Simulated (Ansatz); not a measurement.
Input (CCSDT(Q)/cc-pVDZ; Ansatz, a quantum-chemistry and plane-wave program):

Ansatz 0.2 input:
```yaml
crystal:
  periodic: [false, false, false]
  atoms:
    - {symbol: C, position_ang: [-0.00031565, -0.01876434, 0.11346103]}
    - {symbol: C, position_ang: [-0.00366586, -0.21792541, 1.31771454]}
    - {symbol: C, position_ang: [0.00342830, 0.20380299, -1.23232147]}
    - {symbol: H, position_ang: [-0.00658048, -0.39119133, 2.36538959]}
    - {symbol: H, position_ang: [0.93286994, 0.33015230, -1.77073907]}
    - {symbol: H, position_ang: [-0.92297020, 0.25835959, -1.78777517]}
basis:
  gaussian:
    orbitals: cc-pVDZ
magnetization: {spin_polarized: true, initial_magnetization: 1}
correlation: {method: ccsdt_q, electrons: outside_noble_gas}
```

Output:

```
Functional definition: HF
integrals: 0.06 GiB planned
1030 factors; integrals over basis functions are off by at most 1.6e-7 eV
mean field: 0.15 GiB planned
mean field evaluation 1: about -3134.4721 eV, gradient 1.5e1 eV
mean field evaluation 2: about -3134.4742 eV, gradient 1.5e1 eV
mean field evaluation 4: about -3136.2324 eV, gradient 2.5e0 eV
mean field evaluation 8: about -3136.3813 eV, gradient 4.5e-1 eV
mean field evaluation 16: about -3136.4060 eV, gradient 1.9e-6 eV
mean field evaluation 32: about -3132.9024 eV, gradient 3.4e-1 eV
mean field -3136.40598135 eV, -115.2607938825 hartree, gradient 1.9e-6 eV, S^2 0.962523; 1 other end points of the search recorded, 0 dependent functions left out
determinant -3136.40598135 eV, -115.2607938825 hartree, with singles and doubles -3146.95393482 eV, -115.6484240225 hartree
determinant -3132.90994255 eV, -115.1323168262 hartree, with singles and doubles -3143.34852679 eV, -115.5159277214 hartree
3 core orbitals not correlated
reference -3136.40598135 eV, -115.2607938825 hartree; 8, 7 occupied and 46, 47 virtual orbitals, 1030 factors
second order -9.40682751 eV of doubles, -0.00000000 eV of singles
coupled cluster: 2.10 GiB planned
cycle   1  -9.94944769 eV  change   -5.4e-1 eV  update   1.1e-1
cycle   2  -10.59000018 eV  change   -6.4e-1 eV  update   5.3e-2
cycle   3  -11.01740735 eV  change   -4.3e-1 eV  update   3.7e-2
cycle   4  -10.96319532 eV  change    5.4e-2 eV  update   1.7e-2
cycle   5  -10.97550069 eV  change   -1.2e-2 eV  update   7.2e-3
cycle   6  -10.99067493 eV  change   -1.5e-2 eV  update   3.1e-3
cycle   7  -10.98867625 eV  change    2.0e-3 eV  update   1.5e-3
cycle   8  -10.98811842 eV  change    5.6e-4 eV  update   8.2e-4
cycle   9  -10.98928611 eV  change   -1.2e-3 eV  update   4.7e-4
cycle  10  -10.98886949 eV  change    4.2e-4 eV  update   2.8e-4
cycle  11  -10.98922004 eV  change   -3.5e-4 eV  update   1.4e-4
cycle  12  -10.98927001 eV  change   -5.0e-5 eV  update   6.4e-5
cycle  13  -10.98927038 eV  change   -3.7e-7 eV  update   3.6e-5
cycle  14  -10.98930948 eV  change   -3.9e-5 eV  update   2.1e-5
cycle  15  -10.98933786 eV  change   -2.8e-5 eV  update   1.2e-5
cycle  16  -10.98934320 eV  change   -5.3e-6 eV  update   6.5e-6
cycle  17  -10.98934648 eV  change   -3.3e-6 eV  update   3.7e-6
cycle  18  -10.98934631 eV  change    1.7e-7 eV  update   2.2e-6
cycle  19  -10.98934521 eV  change    1.1e-6 eV  update   9.7e-7
coupled cluster: 2.10 GiB planned
perturbative correction -0.03453969 eV, -0.0012693104 hartree
Total energy: -3147.42986626 eV, -115.6659141805 hartree
```

The determinant is spin-contaminated: <S^2> is 0.96, 0.21 over the pure value.
